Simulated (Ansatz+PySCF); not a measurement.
**doublet H₄O₂(+) in separate pieces: levels of theory in one basis**

```yaml
atoms:
  - { symbol: O, position_ang: [0.0000, 0.0000, -0.1197] }
  - { symbol: H, position_ang: [0.0000, 0.7542, 0.4787] }
  - { symbol: H, position_ang: [0.0000, -0.7542, 0.4787] }
  - { symbol: O, position_ang: [10.0000, 0.0000, -0.1197] }
  - { symbol: H, position_ang: [10.0000, 0.7542, 0.4787] }
  - { symbol: H, position_ang: [10.0000, -0.7542, 0.4787] }
```

Basis set: cc-pVDZ (spherical functions). Correlated methods keep 2 orbitals frozen. Correlation on ROHF uses semicanonical orbitals with singles. Charge 1, multiplicity 2.

Computed with Ansatz (development build ahead of 0.2.0); each method stands on the lowest determinant of its kind that the runs found. NEVPT2 correlates all electrons. Active spaces start from the frontier orbitals, and the lowest solution found is given.

```json
{"method": "ROHF", "E − E(ROHF) (eV)": "0.00", "<S²> of the determinant": "0.75"}
{"method": "UHF", "E − E(ROHF) (eV)": "-0.12", "<S²> of the determinant": "0.76"}
{"method": "ROHF-MP2", "E − E(ROHF) (eV)": "-9.75", "<S²> of the determinant": "–"}
{"method": "ROHF-CCSD", "E − E(ROHF) (eV)": "-10.46", "<S²> of the determinant": "–"}
{"method": "UHF-CCSD", "E − E(ROHF) (eV)": "-10.46", "<S²> of the determinant": "0.76"}
{"method": "ROHF-CCSD(T)", "E − E(ROHF) (eV)": "-10.60", "<S²> of the determinant": "–"}
{"method": "UHF-CCSD(T)", "E − E(ROHF) (eV)": "-10.60", "<S²> of the determinant": "0.76"}
{"method": "CASSCF(3,3)", "E − E(ROHF) (eV)": "-0.57", "<S²> of the determinant": "–"}
{"method": "CASSCF(3,2)", "E − E(ROHF) (eV)": "0.00", "<S²> of the determinant": "–"}
{"method": "SC-NEVPT2(3,3)", "E − E(ROHF) (eV)": "-9.91", "<S²> of the determinant": "–"}
```

Task: What does SC-NEVPT2(3,2) give on the same scale?

Result: -9.82 eV. NEVPT2 here correlates all electrons, so it doesn't share the others' frozen core.

Task: Is a single determinant a sound starting point here?

Result: Only with care. Unrestricted orbitals gain 0.12 eV and <S²> is 0.76 against 0.75 for a pure state, but several determinants compete. The CASSCF(3,3) natural occupations are 1.98, 1.00, 0.02. The CASSCF(3,2) natural occupations are 2.00, 1.00.

Caution for ROHF, UHF, ROHF-MP2, ROHF-CCSD, UHF-CCSD, ROHF-CCSD(T), UHF-CCSD(T): the charge can sit on one fragment and break the point group; the determinant breaks the point group. Caution for ROHF-MP2: MP2 on this radical cation hangs on the determinant chosen; another reference gives a lower total. Caution for CASSCF(3,3), CASSCF(3,2), SC-NEVPT2(3,3): other starts end on other solutions of this active space.
